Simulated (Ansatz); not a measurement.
AlFH2, SMILES [F][AlH2], a single point in a Gaussian basis

Program: the Python package of Ansatz (0.2.0).

Input file `alfh2.xyz`:
```text
4

F    -0.36750   -0.04510    1.71000
Al    0.01030   -0.01360   -0.05150
H    -0.38410   -1.27390   -0.96890
H     0.79680    1.27230   -0.71000
```

`run_energy.py`:
```python
from dataclasses import dataclass
import sys
import warnings

import ansatz as az
import numpy as np


@dataclass
class Settings:
    basis: str = "cc-pVDZ"


opts = Settings()

warnings.simplefilter("ignore", az.DeckWarning)

system = az.Crystal.molecule_from_extxyz("alfh2.xyz")

setup = (
    system.calculation()
    .basis(gaussian=opts.basis)
    .functional(az.LibraryFunctional("wB97X-V"))
    .forces()
)
try:
    summary = setup.run(threads=1).report
except az.AnsatzError as error:
    sys.exit(f"{type(error).__name__}: {error}")

print(f"E = {summary['free_energy_ev']:.6f} eV = {summary['free_energy_ev'] / 27.211386246:.7f} Ha")
print("converged:", summary["converged"], " doubts:", summary["published_state_doubts"] or "none")

state = summary["mean_field"]["state"]
print(f"mean field: {state['energy']['hartree']:.7f} Ha, <S^2> = {abs(state['spin_squared']):.4f}, stability: {state.get('stability', {}).get('kind')}")

symbols = [site.symbol for site in system.cartesian_sites]
forces = np.array(summary["forces_ev_ang"])
print("largest force", round(float(np.linalg.norm(forces, axis=1).max()), 4), "eV/A, rms", round(float(np.sqrt((forces ** 2).mean())), 4))

charges = summary["charge_distribution"]
print("dipole moment", round(4.803205 * float(np.linalg.norm(charges["dipole_moment_e_ang"])), 3), "D")
print("Mulliken:", [(s, round(q, 3)) for s, q in zip(symbols, charges["mulliken_charges_e"])])
```

```console
$ python run_energy.py
E = -9345.435503 eV = -343.4384202 Ha
converged: True  doubts: none
mean field: -343.4384202 Ha, <S^2> = 0.0000, stability: minimum
largest force 2.4423 eV/A, rms 0.8717
dipole moment 1.677 D
Mulliken: [('F', -0.41), ('Al', 0.626), ('H', -0.108), ('H', -0.109)]
```

Notes:
- Total energies depend on the basis set; only differences at equal settings carry meaning.
- The geometry is a force-field or estimated start, not a minimum of this method, and the basis set is short of its limit.
- Run time: 3.4 s on 1 thread of Arm Neoverse V1, on a shared host, peak memory 0.18 GiB.
